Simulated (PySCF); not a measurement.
## Energy of H⁻ (hydrogen, charge -1) between two integer charges

The 1s beta orbital of 1s2 is emptied in steps (occupation f), with all orbitals relaxed, ending at 1s1. All numbers are calculated (PySCF 2.14, scalar relativity by spin-free X2C-1e, in aug-cc-pVTZ-DK). The exact energy is a straight line in f; departures are measured from the line between the end points of the same method.

```
   f  LDA (eV)  r2SCAN (eV)
   1     0.000        0.000
0.75    -0.506       -0.461
 0.5    -0.702       -0.636
0.25    -0.535       -0.489
   0     0.000        0.000
```

**Question.** For LDA, how does the orbital energy at f = 1 compare with the removal energy?

**Answer.** −ε = -1.643 eV against a total-energy difference of 0.922 eV. By Janak's theorem ε = ∂E/∂f, so the gap between them reflects the curvature. Along the path −ε is -0.521 (f = 0.75), 0.834 (f = 0.5), 2.362 (f = 0.25) eV.

```json
{"method": "LDA", "E(f=0) − E(f=1) (eV)": "0.922", "−ε at f=1 (eV)": "-1.643", "−ε at f=0.5 (eV)": "0.834"}
{"method": "r2SCAN", "E(f=0) − E(f=1) (eV)": "0.711", "−ε at f=1 (eV)": "-1.589", "−ε at f=0.5 (eV)": "0.653"}
```

At f = 1 the orbital energy is positive for LDA, r2SCAN: only the finite basis holds the electron.

Reference removal energy between the ground levels: 0.754 eV (measured; photodetachment measurements, as compiled on the Wikipedia data page of electron affinities).
